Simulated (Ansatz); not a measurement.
`C[C@@H]1O[C@H]1F` + H₂ → `FC1CO1` + CH₄ at 700 K and 1 bar (hydrogenolysis of a C–C bond).

Computed with Ansatz on PBE0-D4/def2-TZVP structures; ΔE is electronic, products minus reactants. CCSD(T)/CBS adds triple-zeta CCSD(T) − MP2 to the extrapolated MP2 energy (def2 sets, frozen cores). This one scheme is used for every species.

```
           species  CCSD(T)/CBS energy (Eh)  H − E (kJ/mol)  S (J/(mol·K))
`C[C@@H]1O[C@H]1F`               -292.08602           267.9          394.4
                H₂                 -1.17544            46.8          155.3
          `FC1CO1`               -252.81736           177.0          333.8
               CH₄                -40.46206           145.9          224.0
```

H − E and S are ideal-gas, rigid-rotor, harmonic terms from PBE0-D4/def2-TZVP, for one conformer and one mirror image of each species. For small species the MP2-based limit differs from directly extrapolated CCSD(T) by up to some mEh (0.8 for H₂); such offsets cancel only in part. 1 Eh = 2625.50 kJ/mol, R = 8.31446 J/(mol·K).

By hand: ΔE, ΔH, ΔS and ΔG.

ΔE = (-252.81736) + (-40.46206) − (-292.08602) − (-1.17544) = -0.01796 Eh = -47.2 kJ/mol. Δ(H − E) = 177.0 + 145.9 − 267.9 − 46.8 = 8.2, so ΔH = -39.0 kJ/mol. ΔS = 333.8 + 224.0 − 394.4 − 155.3 = 8.1 J/(mol·K). ΔG = -39.0 − 700 × (8.1)/1000 = -44.7 kJ/mol.

By hand: the equilibrium constant, and the temperature at which ΔG would vanish if ΔH and ΔS stayed fixed.

log₁₀ K = −ΔG/(RT ln 10) = 3.3. ΔH and −TΔS have one sign here, so there is no such temperature.

The number of gas molecules stays the same, so ΔS is small and ΔH decides. A doubt of 5 kJ/mol in ΔE shifts log₁₀ K by 0.4 here. Other conformers and mirror images would add mixing entropy, several J/(mol·K) or more a flexible species. These are equilibria of isolated gas molecules and say nothing of rates. Largest T1 diagnostic: 0.012 (customary marks: 0.02 for closed shells, 0.045 for open ones).

ΔS is within the doubt of such terms, so its sign, and with it that verdict, could turn.
